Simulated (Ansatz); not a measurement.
Input for Ansatz (development build ahead of 0.2.0):

```yaml
crystal:
  periodic: [false, false, false]
  atoms:
    - { symbol: Li, position_ang: [0.0, 0.0, 0.0] }
    - { symbol: Li, position_ang: [0.0, 4.9048, 3.7636] }
    - { symbol: Li, position_ang: [0.0, -4.9048, 3.7636] }
basis:
  gaussian: { orbitals: pcseg-2 }
magnetization:
  spin_polarized: true
  initial_magnetization: 3
hamiltonian:
  xc: pbe
```

The input is written out in the form of the current development build from the run's settings.

Results

| Property | Result |
| --- | --- |
| Converged | yes |
| Total energy | -22.38468 hartree |
| Spin squared of the determinant | 3.750 |
| Stability test | minimum |

Caution: other spin multiplicities may lie lower.
